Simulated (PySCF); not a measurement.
Structure problem from calculated spectra and properties.

Elements present: C, H and P. Monoisotopic mass: 88.0442 u.

| Item | Value |
| --- | --- |
| NMR, other nuclei | isotropic shieldings of nuclei other than C and H, by class: 326 (1 P) ppm [GIAO PBE0/pcSseg-1] |
| 13C NMR | chemical shifts (computed TMS as zero) by class: 25.4 (1 C), 21.8 (2 C), 16.7 (1 C) ppm [GIAO PBE0/pcSseg-1] |
| Rotational structure | rotational constants A, B, C: 6.072, 3.434, 3.238 GHz [GFN2-xTB] |
| Polarisability | 71.2 au [CAM-B3LYP/def2-SVPD] |
| 1H NMR | chemical shifts (computed TMS as zero) by class: 2.98 (2 H), 1.77 (4 H), 1.53 (3 H) ppm [GIAO PBE0/pcSseg-1] |
| UV, first state | lowest singlet excitation: 5.79 eV (214 nm, f = 0.053) [TDDFT CAM-B3LYP/def2-SVPD] |

Gas-phase values; electronic properties from PySCF, density fitting. Levels stand in brackets. Geometry: GFN2-xTB, one conformer, isolated molecule. NMR classes are plain means over equivalent atoms (diastereotopic ones count apart unless rotation or inversion swaps them), as if these changed places fast.

**Question.** Which formula fits the mass and the elements?

**Answer.** C4H9P (calculated 88.0442). No other formula that holds each of these elements comes within 0.0003 u with a fitting electron parity and a possible valence count.

**Question.** Give a SMILES that accounts for the data.

**Answer.** Numbering: `[CH3:1][P:2]1[CH2:3][CH2:4][CH2:5]1`. 4 carbons fall into 3 classes; from least to most shielded: four-membered-ring carbon [C4] (25.4 ppm), ring sp3 carbon bound to phosphorus [C3/C5] (21.8 ppm, 2 C), chain sp3 carbon bound to phosphorus [C1] (16.7 ppm). Hydrogen classes from least to most shielded: 2 H on a four-membered-ring carbon, C4 (2.98 ppm, a mean of values up to 0.6 ppm apart in this geometry), 4 H on 2 like atoms (sp3 carbon bound to phosphorus), C3/C5 (1.77 ppm, a mean of values up to 1.0 ppm apart in this geometry), 3 H on an sp3 carbon bound to phosphorus, C1 (1.53 ppm, a mean of values up to 0.6 ppm apart in this geometry). The other shieldings belong to: 326 ppm, phosphine phosphorus [P2]. The optimised geometry has point group Cs and is an asymmetric top. Structure: `C1CCP1C`. Computed isomers that give other values at the same levels: `C=CP(C)C` (13C chemical shifts (computed TMS as zero) by class: 155.5 (1 C), 125.1 (1 C), 16.8 (2 C) ppm); `C=CPCC` (13C chemical shifts (computed TMS as zero) by class: 146.5 (1 C), 128.2 (1 C), 23.7 (1 C), 14.2 (1 C) ppm); `C=CCPC` (13C chemical shifts (computed TMS as zero) by class: 142.7 (1 C), 121.0 (1 C), 31.9 (1 C), 3.9 (1 C) ppm). The assignments are read from this structure; whether some other isomer fits the data as well wasn't checked.
